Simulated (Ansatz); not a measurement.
Input for Ansatz (an electronic-structure program): U-BHLYP/def2-TZVPPD on FH2ts, 2S+1 = 2. Files ending in .json are basis or fitting sets from the Basis Set Exchange.

Ansatz 0.2 input:
```yaml
crystal:
  periodic: [false, false, false]
  atoms:
    - {symbol: H, position_ang: [0.14656800, -1.12839000, 0.00000000]}
    - {symbol: F, position_ang: [0.00000000, 0.33042200, 0.00000000]}
    - {symbol: H, position_ang: [-0.14656800, -1.84541000, 0.00000000]}
basis:
  gaussian:
    orbitals: def2-TZVPPD.json
hamiltonian:
  xc: {name: BHLYP}
magnetization: {spin_polarized: true, initial_magnetization: 1}
```

The log:

```
WARN ansatz: RAYON_NUM_THREADS=2 ignored (pool sized by the plan → 2); use --threads N
Functional definition: BHLYP
integrals: 0.01 GiB planned
337 factors; their error is unknown
mean field: 0.15 GiB planned
mean field evaluation 1: about -2744.8373 eV, gradient 1.4e1 eV
mean field evaluation 2: about -2744.8309 eV, gradient 1.9e1 eV
mean field evaluation 4: about -2745.9547 eV, gradient 5.4e-1 eV
mean field evaluation 8: about -2745.9625 eV, gradient 4.0e-2 eV
mean field evaluation 16: about -2745.9789 eV, gradient 6.6e-4 eV
mean field evaluation 32: about -2745.4113 eV, gradient 7.6e0 eV
mean field -2745.97890891 eV, -100.9128636110 hartree, gradient 4.4e-5 eV, S^2 0.761863; 4 other end points of the search recorded, 0 dependent functions left out
reference -2745.97902974 eV, -100.9128680514 hartree; 6, 5 occupied and 68, 69 virtual orbitals, 337 factors
Total energy: -2745.97902974 eV, -100.9128680514 hartree
```

The calculation finished and met its thresholds.

Cost: around 1.4 core-seconds (rough).
